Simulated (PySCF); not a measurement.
# [NH3]+ (SMILES [NH3+]) at UCISD/SBKJC (core potential)

What is the energy change on altering one bond length of [NH3]+ at UCISD/SBKJC (core potential)? The job is set up through a Python script.

The calculation is run with PySCF 2.14.0.

12 further runs of the same task are left out: 1 that didn't finish, 11 set aside as unsound or not needed.

### 1 The structure to begin with

The species is [NH3]+ (4 atoms), meant as a doublet with charge +1. As SMILES, `[NH3+]`. Geometry: relaxed at GFN2-xTB.

Bond lengths: N1–H2 1.028 Å, N1–H3 1.028 Å, N1–H4 1.028 Å. Angles: H2–N1–H3 120.0°, H2–N1–H4 120.0°, H3–N1–H4 120.0°.

### 2 A single-point energy at UCISD/SBKJC (core potential)

Input file geometry.xyz:

```xyz
4

N      0.000140    -0.000820    -0.000330
H      0.510700    -0.238750     0.859300
H     -0.995460    -0.239520    -0.089810
H      0.484620     0.479080    -0.769160
```

Input file calc.py:

```python
from pyscf import gto, scf, ci

mol = gto.M(
    atom='geometry.xyz',
    basis='sbkjc',
    verbose=3,
    max_memory=1860,
    spin=1,
    charge=1,
    ecp={'N': 'sbkjc'},
)

myscf = scf.UHF(mol)
myscf.conv_tol = 1e-10
myscf.kernel()
if not myscf.converged:
    myscf = myscf.newton().run(myscf.mo_coeff, myscf.mo_occ)

cisd = ci.CISD(myscf)
cisd.kernel()
e_tot = cisd.e_tot
print('Final energy', e_tot)
```

The run is started by

```bash
$ OMP_NUM_THREADS=1 python calc.py
```

What it wrote:

```text
converged SCF energy = -11.0888075854654  <S^2> = 0.76099611  2S+1 = 2.010966
E(UCISD) = -11.17805948152977  E_corr = -0.08925189606440118
Final energy -11.178059481529766
```

Run time: 0.58 s. Hardware: 1 thread of Arm Neoverse V2, shared host; peak memory 0.12 GiB.

### 3 The distorted shape

Input file input.xyz:

```xyz
4

N     -0.242091    -0.240761     0.384071
H      0.268469    -0.478691     1.243701
H     -1.237691    -0.479461     0.294591
H      0.484620     0.479080    -0.769160
```

Input file run.py:

```python
from pyscf import gto, ci

mol = gto.Mole()
mol.atom = 'input.xyz'
mol.verbose = 3
mol.charge = 1
mol.ecp = {'N': 'sbkjc'}
mol.max_memory = 1860
mol.basis = 'sbkjc'
mol.spin = 1
mol.build()

myscf = mol.UHF()
myscf.conv_tol = 1e-10
myscf.kernel()
if not myscf.converged:
    myscf = myscf.newton().run(myscf.mo_coeff, myscf.mo_occ)

cisd = ci.CISD(myscf)
cisd.kernel()
e_final = cisd.e_tot
print('E(%s) = %.9f' % ('CISD', e_final))
```

The run is started by

```bash
$ OMP_NUM_THREADS=1 python run.py
```

What it wrote:

```text
converged SCF energy = -10.9978565268551  <S^2> = 0.86127228  2S+1 = 2.108338
E(UCISD) = -11.09882905159008  E_corr = -0.1009725247349871
E(CISD) = -11.098829052
```

It took 0.66 s on 1 thread of Arm Neoverse V2, shared host; peak memory 0.12 GiB.

### 4 Summary of results

At UCISD/SBKJC (core potential):

| quantity | value |
| --- | --- |
| first shape: total energy | -11.17806 Eh |
| first shape: HOMO energy (Hartree–Fock orbitals) (highest over α and β) | -24.94 eV |
| first shape: LUMO energy (Hartree–Fock orbitals) (lowest over α and β) | -6.65 eV |
| first shape: correlation energy | -89.3 mEh |
| first shape: ⟨S²⟩ of the reference determinant | 0.761 |
| distorted shape: total energy | -11.09883 Eh |
| distorted shape: HOMO energy (Hartree–Fock orbitals) (highest over α and β) | -23.08 eV |
| distorted shape: LUMO energy (Hartree–Fock orbitals) (lowest over α and β) | -5.74 eV |
| distorted shape: correlation energy | -101.0 mEh |
| distorted shape: ⟨S²⟩ of the reference determinant | 0.861 |
| energy change with the N1–H4 bond stretched from 1.028 to 1.541 Å | 2.156 eV |

What this shows: With the N1–H4 bond stretched from 1.028 to 1.541 Å the energy rises by 2.16 eV (208 kJ/mol). The first shape isn't relaxed at this level, so the change isn't measured from a minimum. Mulliken charges (first shape) of the mean-field density run from -0.37 on N1 to +0.46 on H2; they depend strongly on the basis. ⟨S²⟩ (distorted shape) is 0.86 where a pure doublet has 0.75: the reference is spin-contaminated. Mulliken charges (distorted shape) of the mean-field density run from -0.39 on N1 to +0.51 on H4; they depend strongly on the basis.
